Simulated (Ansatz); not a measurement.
H3SSi, SMILES `[SiH3][S]` radical at its PBE0-D4/def2-TZVP geometry, where that method's forces vanish. The species carries charge 0 and has multiplicity 2.

```xyz
5

Si    0.0275   -0.1073    0.0742
S    -0.7770    1.6415   -0.8144
H    -0.9119   -1.2551    0.0024
H     0.4265    0.1151    1.4871
H     1.2349   -0.3943   -0.7493
```

(1) What forces (eV/Å) does PBE-D4/def2-TZVPP give on these atoms in the Gaussian-basis code of Ansatz? (An estimate is asked.)

Answers

(1) Computed: 
```
Si1 -0.158  0.137  0.016
S2  -0.011  0.068 -0.053
H3  -0.079 -0.162 -0.016
H4   0.081  0.003  0.162
H5   0.167 -0.046 -0.108
```
